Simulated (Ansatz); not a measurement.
# AlH$_{3}$O, triplet: from triple and quadruple zeta to the limit

```xyz
5

Al   -1.1550    0.0000    0.0000
H    -1.9479    1.3734    0.0000
H    -1.9479   -1.3734    0.0000
H     0.4309    0.0000    0.0000
O     2.1660    0.0000    0.0000
```

Connectivity, by distances: AlH3 ··· O.

Ansatz 0.2.0, UHF determinant, valence electrons correlated. Energies in eV.

```json
{"set": "def2-TZVPP", "X": "3", "functions": "115", "Hartree–Fock": "-8665.2664", "MP2 correlation": "-6.6462", "CCSD(T) correlation": "-7.9215", "time": "11 s on 1 × NVIDIA H100 80GB HBM3 with 1 thread of AMD EPYC 7R13 Processor (Zen 3), on a shared host"}
{"set": "def2-QZVPP", "X": "4", "functions": "217", "Hartree–Fock": "-8665.5559", "MP2 correlation": "-7.2483", "CCSD(T) correlation": "-8.4714", "time": "16 s on 1 × NVIDIA H100 80GB HBM3 with 1 thread of AMD EPYC 7R13 Processor (Zen 3), on a shared host"}
```

Hartree–Fock is taken to follow E(X) = E∞ + A·exp(−7.88·√X), correlation E(X) = E∞ + B·X^−2.97.

Cautions: lower spins were not checked.

Question: Work out the CCSD(T) energy at the limit, and how far the shortcut misses it that extrapolates MP2 and adds CCSD(T) minus MP2 from the smaller set.

Answer: Hartree–Fock: E∞ = E4 + 0.1377·(E4 − E3) = -8665.5958. Correlation: E∞ = E4 + 0.7407·(E4 − E3) = -8.8787 for CCSD(T) and -7.6944 for MP2. The limit is -8674.4745 eV, 0.447 eV below def2-QZVPP. The shortcut gives a correlation energy of -7.6944 + (-1.2754) = -8.9697, 91 meV lower than the direct value.

Past Ne part of the Hartree–Fock step between the two sets comes from the cores, which don't follow the formula, so the 40 meV that it adds to the total can overshoot; that part largely cancels in differences.
